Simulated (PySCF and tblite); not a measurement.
Results of a calculation; reference values are marked as such.
C₅H₉N, numbered as in [CH3:1][CH2:2][CH2:3][CH2:4][C:5]#[N:6].

Geometries PBE0-D3(BJ)/def2-SVP; weights from PBE0-D3(BJ)/def2-TZVP (IEF-PCM, chloroform) energies and GFN2-xTB thermal corrections, with symmetry numbers and mirror pairs. Conformers within 3 kcal/mol (GFN2-xTB free energy) were kept, 8 at most. Couplings: B3LYP/pcSseg-1 with pcJ-1 on H (gas phase; spin-dipole term only for pairs with B, N, F, Si or P). Couplings are for ¹H; a prime marks the second kind of pair between the same two sets of atoms. Codes: tblite and PySCF.

Torsions listed: C1–C2–C3–C4, C2–C3–C4–C5. Of a mirror pair one member is shown.

| conformer | shape | weight % |
| --- | --- | --- |
| 1 | 180°, -63° | 41.5 |
| 2 | 180°, 180° | 23.3 |
| 3 | -62°, -59° | 17.8 |
| 4 | 64°, 178° | 15.3 |
| 5 | -66°, 75° | 2.2 |

Question: Give the couplings in each conformer and the averages at 298.15 K (pairs that fast motion interchanges averaged).

Answer: 
| coupling | pairs | 1 | 2 | 3 | 4 | average (Hz) |
| --- | --- | --- | --- | --- | --- | --- |
| ²J(H1,H1) | 3 | -14.3 | -14.3 | -14.4 | -14.5 | -14.4 |
| ³J(H1,H2) | 6 | 8.1 | 8.1 | 8.3 | 8.3 | 8.2 |
| ²J(H2,H2) | 1 | -14.9 | -14.7 | -16.1 | -15.9 | -15.2 |
| ³J(H2,H3) | 2 | 4.4 | 4.3 | 9.6 | 9.7 | 6.1 |
| ³J(H2,H3′) | 2 | 14.7 | 14.6 | 3.3 | 3.1 | 10.8 |
| ²J(H3,H3) | 1 | -15.0 | -14.9 | -15.3 | -15.4 | -15.1 |
| ³J(H3,H4) | 2 | 10.1 | 4.5 | 9.8 | 4.5 | 7.8 |
| ³J(H3,H4′) | 2 | 3.6 | 15.4 | 4.6 | 15.6 | 8.5 |
| ²J(H4,H4) | 1 | -19.2 | -19.0 | -19.4 | -18.9 | -19.1 |

Only couplings over up to 3 bonds are listed; longer-range ones, if any, are left out.
